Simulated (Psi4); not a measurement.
# BH3Cl− (SMILES [H][B-]([H])([H])Cl): levels of theory compared

Aim: a comparison of 4 runs (HF/STO-3G, PBE/3-21G, PBE0/def2-SVP, MP2-F12/aug-cc-pVDZ) of BH3Cl−. 

The results are computed with Psi4 1.11.

**1. Starting point**

BH3Cl− has 5 atoms, charge -1, and is taken as a singlet. As SMILES, `[H][B-]([H])([H])Cl`. The coordinates come from a GFN2-xTB relaxation.

Bond lengths: B1–Cl2 1.875 Å, B1–H3 1.207 Å, B1–H4 1.208 Å, B1–H5 1.207 Å. Angles: Cl2–B1–H3 106.7°, Cl2–B1–H4 106.7°, Cl2–B1–H5 106.7°, H3–B1–H4 112.1°, H3–B1–H5 112.2°, H4–B1–H5 112.1°.

**2. Energy and forces at HF/STO-3G (run 1)**

File run_ase.py:

```python
import numpy as np
from ase.calculators.psi4 import Psi4
from ase import Atoms

a = Atoms(['B', 'Cl', 'H', 'H', 'H'], positions=[
    [-0.001280, 0.001630, -0.167010],
    [0.013600, -0.021140, 1.707330],
    [1.152300, 0.011380, -0.522240],
    [-0.586640, 1.005700, -0.497000],
    [-0.577980, -0.997580, -0.521080],
])
calc = Psi4(atoms=a, method='scf', basis='STO-3G', memory='1600MB', num_threads=1, charge=-1, multiplicity=1, label='calc')
calc.psi4.set_options({'puream': True, 'e_convergence': 1e-09, 'd_convergence': 1e-08, 'scf_type': 'pk'})
a.calc = calc

forces = a.get_forces()
print(f'energy: {a.get_potential_energy():.6f} eV')
print('forces / eV A^-1')
print(np.round(forces, 5))
```

Run with:

```
$ python run_ase.py
```

calc.dat:

```text
[...]
  Running in c1 symmetry.
[...]
  Nuclear repulsion =   42.139721438069571
[...]
  Multiplicity = 1
[...]
  Nalpha       = 13
  Nbeta        = 13
[...]
    Number of basis functions: 17
[...]
   @RHF iter   1:  -480.64919677115870   -1.42360e+00   4.63611e-03 ADIIS/DIIS
[...]
   @RHF iter   7:  -480.65469023155953   -1.19371e-12   6.32957e-09 DIIS
[...]
    Orbital Energies [Eh]
    ---------------------
    Doubly Occupied:
       1A   -103.306119     2A    -10.006750     3A     -7.449773
       4A     -7.446278     5A     -7.446278     6A     -7.079059
       7A     -0.705160     8A     -0.383363     9A     -0.187892
      10A     -0.187640    11A     -0.141385    12A     -0.076883
      13A     -0.076790
[...]
  @RHF Final Energy:  -480.65469023155953
   => Energetics <=
    Nuclear Repulsion Energy =             42.1397214380695715
    One-Electron Energy =                -756.6020855632027633
    Two-Electron Energy =                 233.8076738935736216
    Total Energy =                       -480.6546902315595275
[...]
  -Total Gradient:
     Atom            X                  Y                   Z
    ------   -----------------  -----------------  -----------------
       1        0.000476769367    -0.001158532510     0.037662075950
       2       -0.000226432387     0.000384390348    -0.031208962362
       3        0.022647868047     0.000196451812    -0.002263948051
       4       -0.011671319297     0.020094813164    -0.001968959650
       5       -0.011226885729    -0.019517122813    -0.002220205882
[...]
```

Standard output:

```text
energy: -13079.280320 eV
forces / eV A^-1
[[-0.02452  0.05957 -1.93666]
 [ 0.01164 -0.01977  1.60483]
 [-1.1646  -0.0101   0.11642]
 [ 0.60016 -1.03332  0.10125]
 [ 0.57731  1.00361  0.11417]]
```

Wall time 0.92 s (1 thread of AMD EPYC 9R45 (Zen 5), shared host); peak memory 0.19 GiB.

**3. The energy at PBE/3-21G (run 2)**

File job.in:

```
memory 1600 MB

molecule m {
  -1 1
  B     -0.001280     0.001630    -0.167010
  Cl     0.013600    -0.021140     1.707330
  H      1.152300     0.011380    -0.522240
  H     -0.586640     1.005700    -0.497000
  H     -0.577980    -0.997580    -0.521080
  symmetry c1
  no_reorient
  no_com
}

set puream true
set e_convergence 1e-09
set d_convergence 1e-08
set scf_type pk
set dft_radial_points 99
set dft_spherical_points 590

E, wfn = energy('pbe/3-21G', return_wfn=True)
```

Run with:

```
$ psi4 -i job.in -o job.out -n 1
```

job.out:

```text
[...]
  Running in c1 symmetry.
[...]
  Nuclear repulsion =   42.139721438069571
[...]
  Multiplicity = 1
[...]
  Nalpha       = 13
  Nbeta        = 13
[...]
    Number of basis functions: 28
[...]
   @RKS iter   1:  -484.13374570541583   -2.20078e-01   1.75432e-02 DIIS/ADIIS
[...]
   @RKS iter   9:  -484.30115676042209   -7.38964e-13   4.95068e-09 DIIS
[...]
  @RKS Final Energy:  -484.30115676042209
   => Energetics <=
    Nuclear Repulsion Energy =             42.1397214380695715
    One-Electron Energy =                -757.9776030538766918
    Two-Electron Energy =                 264.9228078546025245
    DFT Exchange-Correlation Energy =     -33.3860829992175283
    Empirical Dispersion Energy =           0.0000000000000000
    VV10 Nonlocal Energy =                  0.0000000000000000
    Total Energy =                       -484.3011567604220886
[...]
 Multipole Moments:
 ------------------------------------------------------------------------------------
     Multipole            Electronic (a.u.)      Nuclear  (a.u.)        Total (a.u.)
 ------------------------------------------------------------------------------------
 L = 1.  Multiply by 2.5417464519 to convert [e a0] to [Debye]
 Dipole X            :         -0.4101157            0.4015290           -0.0085867
 Dipole Y            :          0.6399342           -0.6268788            0.0130553
 Dipole Z            :        -51.4688646           50.3597651           -1.1090996
 Magnitude           :                                                    1.1092096
[...]
```

It took 2.8 s on 1 thread of AMD EPYC 9R45 (Zen 5), shared host; peak memory 0.41 GiB.

**4. Energy and gradient at PBE0/def2-SVP (run 3)**

File job.json:

```json
{
  "schema_name": "qcschema_input",
  "schema_version": 1,
  "molecule": {
    "schema_name": "qcschema_molecule",
    "schema_version": 2,
    "symbols": ["B", "Cl", "H", "H", "H"],
    "geometry": [-0.00241885, 0.00308025, -0.31560316, 0.02570028, -0.03994881, 3.2263861, 2.17753141, 0.02150508, -0.98689057, -1.10858893, 1.90049756, -0.93919388, -1.09222391, -1.88515299, -0.98469849],
    "molecular_charge": -1,
    "molecular_multiplicity": 1,
    "fix_symmetry": "c1"
  },
  "driver": "gradient",
  "model": {
    "method": "pbe0",
    "basis": "def2-SVP"
  },
  "keywords": {
    "puream": true,
    "e_convergence": 1e-09,
    "d_convergence": 1e-08,
    "scf_type": "pk",
    "dft_radial_points": 99,
    "dft_spherical_points": 590
  }
}
```

Run with:

```
$ psi4 --qcschema job.json -n 1 --memory 1600MB
```

stdout:

```text
[...]
  Running in c1 symmetry.
[...]
  Nuclear repulsion =   42.139721504774762
[...]
  Multiplicity = 1
[...]
  Nalpha       = 13
  Nbeta        = 13
[...]
    Number of basis functions: 47
[...]
   @RKS iter   1:  -486.39854800420022   -3.08107e-01   9.73714e-03 ADIIS/DIIS
[...]
   @RKS iter   9:  -486.55379685055362   -6.65068e-12   5.38940e-09 DIIS
[...]
    Orbital Energies [Eh]
    ---------------------
    Doubly Occupied:
       1A   -101.401451     2A     -9.252725     3A     -6.991281
       4A     -6.985910     5A     -6.985909     6A     -6.525898
       7A     -0.573065     8A     -0.278310     9A     -0.129747
      10A     -0.129614    11A     -0.121257    12A     -0.043427
      13A     -0.043342
[...]
  @RKS Final Energy:  -486.55379685055362
   => Energetics <=
    Nuclear Repulsion Energy =             42.1397215047747622
    One-Electron Energy =                -760.5392234358304222
    Two-Electron Energy =                 257.1647948104028956
    DFT Exchange-Correlation Energy =     -25.3190897299008775
    Empirical Dispersion Energy =           0.0000000000000000
    VV10 Nonlocal Energy =                  0.0000000000000000
    Total Energy =                       -486.5537968505536242
[...]
  -Total Gradient:
     Atom            X                  Y                   Z
    ------   -----------------  -----------------  -----------------
       1        0.000134766282    -0.000485948276    -0.001967520093
       2       -0.000165349373     0.000277492247    -0.022580848595
       3       -0.011791685681    -0.000126248325     0.008319719858
       4        0.005828379612    -0.009954580356     0.007901219726
       5        0.005993869108     0.010289167478     0.008328553442
[...]
```

The result, in JSON:

```text
{
 "driver": "gradient",
 "model": {
  "method": "pbe0",
  "basis": "def2-SVP"
 },
 "success": true,
 "return_result": [0.00013476628151549926, -0.0004859482762129416, -0.001967520092752629, -0.00016534937304862798, 0.0002774922469330819, -0.022580848594884267, -0.011791685681470307, -0.00012624832526363832, 0.008319719858410554, 0.00582837961244375, -0.009954580355872891, 0.007901219726241627, 0.005993869108053919, 0.01028916747835397, 0.00832855344225172],
 "properties": {
  "calcinfo_nbasis": 47,
  "calcinfo_nmo": 47,
  "calcinfo_nalpha": 13,
  "calcinfo_nbeta": 13,
  "calcinfo_natom": 5,
  "nuclear_repulsion_energy": 42.13972150477476,
  "return_energy": -486.5537968505536,
  "return_gradient": [0.00013476628151549926, -0.0004859482762129416, -0.001967520092752629, -0.00016534937304862798, 0.0002774922469330819, -0.022580848594884267, -0.011791685681470307, -0.00012624832526363832, 0.008319719858410554, 0.00582837961244375, -0.009954580355872891, 0.007901219726241627, 0.005993869108053919, 0.01028916747835397, 0.00832855344225172],
  "scf_one_electron_energy": -760.5392234358304,
  "scf_two_electron_energy": 257.1647948104029,
  "scf_xc_energy": -25.319089729900877,
  "scf_dipole_moment": [0.011027923203558873, -0.017659130572555526, 1.344154309767894],
  "scf_total_energy": -486.5537968505536,
  "scf_total_gradient": [0.00013476628151549926, -0.0004859482762129416, -0.001967520092752629, -0.00016534937304862798, 0.0002774922469330819, -0.022580848594884267, -0.011791685681470307, -0.00012624832526363832, 0.008319719858410554, 0.00582837961244375, -0.009954580355872891, 0.007901219726241627, 0.005993869108053919, 0.01028916747835397, 0.00832855344225172],
  "scf_iterations": 9
 }
}
```

It took 4.5 s on 1 thread of AMD EPYC 9R45 (Zen 5), shared host; peak memory 0.57 GiB.

**5. The energy at MP2-F12/aug-cc-pVDZ (density fitting, density fitting for correlation) (run 4)**

File run.py:

```python
import psi4

psi4.set_memory('1600 MB')
psi4.set_num_threads(1)
psi4.core.set_output_file('bclh3.out', False)

molecule = psi4.geometry("""
-1 1
B     -0.001280     0.001630    -0.167010
Cl     0.013600    -0.021140     1.707330
H      1.152300     0.011380    -0.522240
H     -0.586640     1.005700    -0.497000
H     -0.577980    -0.997580    -0.521080
units angstrom
no_reorient
no_com
""")

psi4.set_options({
    'basis': 'aug-cc-pVDZ',
    'scf_type': 'df',
})

energy_value, wavefunction = psi4.energy("mp2-f12", molecule=molecule, return_wfn=True)
print(f'mp2-f12 energy: {energy_value:.10f} Eh')
```

Run with:

```
$ python run.py
```

bclh3.out:

```text
[...]
  Running in c1 symmetry.
[...]
  Nuclear repulsion =   42.139721438069571
[...]
  Multiplicity = 1
[...]
  Nalpha       = 13
  Nbeta        = 13
[...]
    Number of basis functions: 77
[...]
   @DF-RHF iter   1:  -485.92335747666829   -5.80126e-01   3.66321e-03 ADIIS/DIIS
[...]
   @DF-RHF iter  10:  -485.98801898302224   -4.03588e-12   3.58283e-09 DIIS
[...]
    Orbital Energies [Eh]
    ---------------------
    Doubly Occupied:
       1A   -104.591863     2A    -10.308811     3A     -7.772838
       4A     -7.771131     5A     -7.771131     6A     -7.359635
       7A     -0.848148     8A     -0.478349     9A     -0.283913
      10A     -0.283732    11A     -0.261266    12A     -0.184535
      13A     -0.184400
[...]
  @DF-RHF Final Energy:  -485.98801898302224
   => Energetics <=
    Nuclear Repulsion Energy =             42.1397214380695715
    One-Electron Energy =                -760.0559739972252373
    Two-Electron Energy =                 231.9282335761333798
    Total Energy =                       -485.9880189830222434
[...]
 Multipole Moments:
 ------------------------------------------------------------------------------------
     Multipole            Electronic (a.u.)      Nuclear  (a.u.)        Total (a.u.)
 ------------------------------------------------------------------------------------
 L = 1.  Multiply by 2.5417464519 to convert [e a0] to [Debye]
 Dipole X            :         -0.4100340            0.4015290           -0.0085050
 Dipole Y            :          0.6395972           -0.6268788            0.0127183
 Dipole Z            :        -51.4719273           50.3597651           -1.1121623
 Magnitude           :                                                    1.1122675
[...]
```

On the terminal:

```text
mp2-f12 energy: -486.5542942286 Eh
```

Run time: 7.2 s. Hardware: 1 thread of AMD EPYC 9R45 (Zen 5), shared host; peak memory 0.88 GiB.

**6. All runs side by side**

| run | level | task | integration grid | energy (Eh) | HOMO energy (eV) | LUMO energy (eV) | HOMO–LUMO gap (eV) | wall time |
| --- | --- | --- | --- | --- | --- | --- | --- | --- |
| 1 | HF/STO-3G | gradient | – | -480.654690 | -2.09 | 21.07 | 23.16 | 0.92 s |
| 2 | PBE/3-21G | energy | 99 radial × 590 angular | -484.301157 | 0.10 | 7.96 | 7.86 | 2.8 s |
| 3 | PBE0/def2-SVP | gradient | 99 radial × 590 angular | -486.553797 | -1.18 | 8.66 | 9.84 | 4.5 s |
| 4 | MP2-F12/aug-cc-pVDZ (density fitting, density fitting for correlation) | energy | – | -486.554294 | -5.02 | 4.42 | 9.44 | 7.2 s |

**7. Results**

| quantity | value |
| --- | --- |
| run 4: total energy | -486.55429 Eh |
| run 4: HOMO energy (Hartree–Fock orbitals) | -5.02 eV |
| run 4: LUMO energy (Hartree–Fock orbitals) | 4.42 eV |
| run 4: HOMO–LUMO gap (to an unbound level, set by the basis) | 9.44 eV |
| run 4: correlation energy | -555.4 mEh |

**Reading.** Over runs 1, 2, 3 the HOMO–LUMO gap runs from 7.86 eV (PBE/3-21G) to 23.16 eV (HF/STO-3G). The two ends differ in method and basis. The empty levels of an anion lie above zero and hang on the basis. Totals of different functionals can't be ranked against each other. In run 2 the HOMO lies above zero, so the outermost electron may be held by the basis alone. In run 1 the basis is minimal, so the values are rough. All runs together took 15 s, the longest 7.2 s.
